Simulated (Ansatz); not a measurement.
hcp Co, treated with LDA in Ansatz (PAW).

Run with plane-wave cutoff 500 eV, 5×5×5 k mesh, Fermi–Dirac smearing 0.1 eV, cell of 36 sites, scalar-relativistic PAW data made under PBE.

**Question.** Give the computed vacancy formation energy and vacancy formation energy before relaxation.

**Answer.** 
- vacancy formation energy: 2.22 eV
- vacancy formation energy before relaxation: 2.23 eV

Note: energies are extrapolated to zero smearing, and mesh and cell size move such values by some hundredths of an eV or more.

The computed numbers hold no vibrational or temperature effects.

Ansatz is an electronic-structure program.
